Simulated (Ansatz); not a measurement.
# Forces on a displaced structure

BN2H2 (SMILES N=B[NH-]) (charge -1), closed shell, displaced at random from a GFN2-xTB minimum.

```tsv
atom	x (Å)	y (Å)	z (Å)
N1	-0.3092	0.9159	-0.9347
B2	0.0173	0.0825	0.0687
N3	0.3811	-0.5474	1.1495
H4	-1.1293	0.8176	-1.5153
H5	1.0477	-1.3107	1.1957
```

Ansatz 0.2.0; basis: def2-TZVPPD; cores frozen in the correlated methods.

CCSD(T) forces from the calculation:
| atom | Fx | Fy | Fz (eV/Å) |
| --- | --- | --- | --- |
| N1 | 0.110 | 0.204 | -0.070 |
| B2 | -0.606 | 0.961 | -1.761 |
| N3 | 0.739 | -1.222 | 1.847 |
| H4 | 0.026 | -0.218 | 0.154 |
| H5 | -0.270 | 0.275 | -0.170 |

Task: Which atom feels the largest CCSD(T) force, and how large is it?

Result: N3, 2.33 eV/Å, along (0.32, -0.52, 0.79).

Root-mean-square difference of the force components from those of CCSD(T): PBE0-D4 0.211; wB97M-V 0.193; r2SCAN-D4 0.159; PBE-D4 0.168; revPBE-D4 0.164; HSE06-D4 0.206 eV/Å.

No T1 diagnostic of these runs exceeds 0.016. These are differences at one structure, and CCSD(T) in triple zeta is itself an approximation.

For scale, one of the runs: CCSD(T)/def2-TZVPPD forces, 145 basis functions, launched by `ansatz run in.yaml --threads 4 --pin off --events-out ev --progress --plain --max-ram 5222MiB`. Time: 23 s of wall clock on 4 CPU threads of an Intel Xeon 6975P-C; the host was shared. Peak host memory: 1.9 GiB.
